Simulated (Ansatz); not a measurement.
# C3H5N: the cost of one run

Program: Ansatz 0.2.0. Level of theory: RKS B3LYP-D4/def2-SVP. These are calculated values, not measurements.

1 further run of the same task is left out (it didn't finish).

## 1. The structure to begin with

Bond lengths: N1–C2 1.440 Å, C2–C3 1.505 Å, C2–C4 1.488 Å, C3–C4 1.305 Å, N1–H5 1.015 Å, N1–H6 1.014 Å, C2–H7 1.087 Å, C3–H8 1.063 Å, C4–H9 1.063 Å. Angles (14 of 15 angles, heavy atoms first): N1–C2–C3 123.0°, N1–C2–C4 120.5°, C3–C2–C4 51.7°, C2–C3–C4 63.5°, C2–C4–C3 64.8°, N1–C2–H7 110.3°, C3–C2–H7 119.9°, C4–C2–H7 120.4°, C2–N1–H5 110.8°, C2–N1–H6 110.8°, C2–C3–H8 147.5°, C4–C3–H8 149.0°, C2–C4–H9 145.5°, C3–C4–H9 149.6°.

Structure file:

```xyz
9

N    -0.1739    1.2560   -0.6854
C     0.4894    0.0605   -0.2330
C    -0.2545   -1.1681    0.2181
C     0.2864   -0.4380    1.1543
H    -0.3780    1.2019   -1.6780
H    -1.0480    1.3922   -0.1892
H     1.4572   -0.0396   -0.7180
H    -0.8427   -2.0107   -0.0549
H     0.4642   -0.2543    2.1861
```

## 2. End point A

Input file input.yaml:

```yaml
crystal:
  periodic: [false, false, false]
  atoms:
    - { symbol: "N", position_ang: [-0.17395, 1.25603, -0.68542] }
    - { symbol: C, position_ang: [0.48935, 0.06051, -0.23301] }
    - { symbol: C, position_ang: [-0.25446, -1.1681, 0.2181] }
    - { symbol: C, position_ang: [0.28641, -0.43802, 1.15433] }
    - { symbol: H, position_ang: [-0.37805, 1.20187, -1.678] }
    - { symbol: H, position_ang: [-1.04799, 1.39225, -0.18917] }
    - { symbol: H, position_ang: [1.45717, -0.03958, -0.71801] }
    - { symbol: H, position_ang: [-0.84269, -2.01067, -0.05492] }
    - { symbol: H, position_ang: [0.46421, -0.25431, 2.18611] }
basis:
  gaussian: { orbitals: def2-SVP }
hamiltonian:
  xc: b3lyp
  dispersion: d4
relax:
  f_tol: 0.015
  max_steps: 40
```

Command:

```bash
ansatz run input.yaml --threads 1 --pin off --max-ram 2048MiB --backend cpu --events-out ev --progress --plain --runs-dir out
```

**Question.** How long does this run take on 1 thread of Arm Neoverse N1, shared host, and how much memory does it need?

About 33 s, with a peak of 0.15 GiB.
